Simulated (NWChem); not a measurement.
System: hydrogen fluoride (HF); SMILES F

NWChem input:

```
start job
memory heap 200 mb stack 900 mb global 1100 mb
geometry units angstroms noautosym nocenter noautoz
  F      0.000000     0.000000     0.093177
  H      0.000000     0.000000    -0.839112
end
basis spherical
  * library sadlej_pvtz
end
dft
  xc xcamb88 1.00 lyp 0.81 vwn_5 0.19 hfexch 1.00
  cam 0.33 cam_alpha 0.19 cam_beta 0.46
  iterations 150
end
property
  response 1 0.0
end
task dft property
```

NWChem printed, in part:

```
             Northwest Computational Chemistry Package (NWChem) 7.3.0
             --------------------------------------------------------

                             Geometry "geometry" -> ""
                             -------------------------

 Output coordinates in angstroms (scale by  1.889725989 to convert to a.u.)

  No.       Tag          Charge          X              Y              Z
 ---- ---------------- ---------- -------------- -------------- --------------
    1 F                    9.0000     0.00000000     0.00000000     0.09317700
    2 H                    1.0000     0.00000000     0.00000000    -0.83911200

 Effective nuclear repulsion energy (a.u.)       5.1084966582

                              NWChem Property Module
                              ----------------------

                                 NWChem DFT Module
                                 -----------------

 Summary of "ao basis" -> "ao basis" (spherical)
 ------------------------------------------------------------------------------
       Tag                 Description            Shells   Functions and Types
 ---------------- ------------------------------  ------  ---------------------
 F                        sadlej pvtz               10       24   5s3p2d
 H                        sadlej pvtz                5        9   3s2p

            General Information
            -------------------
          SCF calculation type: DFT
          Wavefunction type:  closed shell.
          No. of atoms     :     2
          No. of electrons :    10
           Alpha electrons :     5
            Beta electrons :     5
          Charge           :     0
          Spin multiplicity:     1
          Use of symmetry is: off; symmetry adaption is: off
          Maximum number of iterations: 150
          AO basis - number of functions:    33
                     number of shells:    15
          Convergence on energy requested:  1.00D-06
          Convergence on density requested:  1.00D-05
          Convergence on gradient requested:  5.00D-04

              XC Information
              --------------
                     Hartree-Fock (Exact) Exchange  1.000
                   CAM-Becke88 Exchange Functional  1.000
                      VWN V Correlation Functional  0.190 local
              Lee-Yang-Parr Correlation Functional  0.810

           Range-Separation Parameters
           ---------------------------
           Alpha           :  0.19
           Beta            :  0.46
           Gamma           :  0.33
           Short-Range HF  :     F

             Grid Information
             ----------------
          Grid used for XC integration:  medium
          Radial quadrature: Mura-Knowles
          Angular quadrature: Lebedev.
          Tag              B.-S. Rad. Rad. Pts. Rad. Cut. Ang. Pts.
          ---              ---------- --------- --------- ---------
          F                   0.50       49           9.0       434
          H                   0.35       45           9.0       434
          Grid pruning is: on
          Number of quadrature shells:    94
          Spatial weights used:  Erf1

      Superposition of Atomic Density Guess
      -------------------------------------

 Sum of atomic energies:         -99.90920455

      Non-variational initial energy
      ------------------------------

 Total energy =     -99.877243
 1-e energy   =    -149.448543
 2-e energy   =      44.462803
 HOMO         =      -0.650114
 LUMO         =       0.022163

   convergence    iter        energy       DeltaE   RMS-Dens  Diis-err
 ---------------- ----- ----------------- --------- --------- ---------
 d= 0,ls=0.0,diis     1   -100.4232530643 -1.06D+02  2.55D-02  3.56D-01
 d= 0,ls=0.0,diis     2   -100.4267614038 -3.51D-03  8.10D-03  3.72D-01
 d= 0,ls=0.0,diis     3   -100.4554008523 -2.86D-02  9.37D-04  6.01D-03
 d= 0,ls=0.0,diis     4   -100.4558724306 -4.72D-04  1.49D-04  1.18D-04
 d= 0,ls=0.0,diis     5   -100.4558814075 -8.98D-06  3.07D-05  5.60D-07
 d= 0,ls=0.0,diis     6   -100.4558814904 -8.29D-08  3.91D-06  1.25D-09

         Total DFT energy =     -100.455881490375
      One electron energy =     -150.270691540969
           Coulomb energy =       55.494082006922
    Exchange-Corr. energy =      -10.787768614550
 Nuclear repulsion energy =        5.108496658222

 Numeric. integr. density =       10.000002081293

                       DFT Final Molecular Orbital Analysis
                       ------------------------------------

 Vector    3  Occ=2.000000D+00  E=-6.281817D-01
              MO Center= -6.3D-11, -6.4D-11,  1.9D-02, r^2= 6.0D-01
   Bfn.  Coefficient  Atom+Function         Bfn.  Coefficient  Atom+Function
  ----- ------------  ---------------      ----- ------------  ---------------
     8      0.649019  1 F  pz                25     -0.461281  2 H  s
     5      0.317529  1 F  s                  4      0.263227  1 F  s
    26     -0.262101  2 H  s                  3      0.145763  1 F  s
    11      0.114880  1 F  pz                 2     -0.069317  1 F  s
    30     -0.069064  2 H  pz                14     -0.046424  1 F  pz

[...]

 DFT Linear Response polarizability / au
 Frequency  =       0.0000000 / au
              X              Y              Z
 -----------------------------------------------
 X       5.4097933     -0.0000000     -0.0000000
 Y      -0.0000000      5.4097933     -0.0000000
 Z      -0.0000000     -0.0000000      6.6992754
 -----------------------------------------------
 Eigenvalues =       5.4097934      5.4097933      6.6992754
 Isotropic   =       5.8396207
 Anisotropic =       1.2894820
 -----------------------------------------------

 Magnetic Dipole Response Matrix (nonzero elements):

 Exiting AOResponse driver routine
```

Level: CAM-B3LYP/Sadlej pVTZ. Geometry: optimised at PBE-D3(BJ)/def2-SVP.
